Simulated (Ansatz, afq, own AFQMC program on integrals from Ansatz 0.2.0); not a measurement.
## AlNH, doublet → AlNH, quartet

```xyz
3

Al    0.0000    0.0000    0.0508
N     0.0000    0.0000   -1.6818
H     0.0000    0.0000    1.6309
```

Connectivity, by distances: AlH–N.

E(quartet, charge +0) − E(doublet, charge +0) at this geometry, on UHF and UHF determinants.

Basis 6-31G. Only valence electrons are correlated. AFQMC by an in-house program on the Cholesky factors that Ansatz 0.2.0 writes for its CCSD(T) run. The CISD trial takes its coefficients from CCSD amplitudes. Released means that phaseless walkers are propagated on without the constraint, phases kept. Uncertainties: one standard error, sampling alone. The errors of all members are added in quadrature.

Full CI on the same integrals is exact in this basis and with this determinant's frozen core.

Errors are counted within 6-31G, not against nature.

Cautions: AlNH (doublet): strong correlation (T1 0.102, weight of the determinant 0.72, largest double 0.15), unrestricted determinant spin contaminated (⟨S²⟩ 1.34 against 0.75), the released energies have errors that jump between times, so the bars are unsure, so no released level is given (meV from the phaseless value at times in 1/Eh: -6 ± 3 at 0.24, -11 ± 3 at 0.51, 2 ± 21 at 0.99, -21 ± 4 at 1.62, -27 ± 4 at 2.40), though the last usable value meets full CI within the noise, the ph-AFQMC/CISD walk drifts between its halves (2.2 errors), its ph-AFQMC/CISD value lies 32 ± 5 meV above full CI; AlNH (quartet): another spin lies lower, the search met a lower determinant of the same kind, perhaps of another symmetry (101 meV lower), and this one is a saddle point, its ph-AFQMC/CISD value lies 15 ± 3 meV above full CI; core correlation is missing, and it shifts such a gap most where an s electron is promoted.

| level | vertical spin gap (kcal/mol) |
| --- | --- |
| CCSD | 58.9 |
| MP2 | 47.3 |

(1) From these cheaper values, estimate the vertical spin gap at the reference level in 6-31G.

(1) 62.1 kcal/mol (full CI in 6-31G).

| level | vertical spin gap (kcal/mol) | error against FCI (kcal/mol) |
| --- | --- | --- |
| HF | 35.4 | -26.8 |
| CCSD(T) | 60.5 | -1.6 |
| ph-AFQMC/CISD | 61.8 ± 0.1 | -0.4 ± 0.1 |

Correlation beyond CCSD(T) adds 1.6 kcal/mol. The perturbative (T) step is worth +1.6 kcal/mol. Where the cautions show a poor determinant, the low rows tell how each method copes with it, not its usual error.

A walk keeps the symmetry of its determinant, which the program's search chose and which needn't be the lowest solution, so a lower state of the same spin and another symmetry isn't excluded.
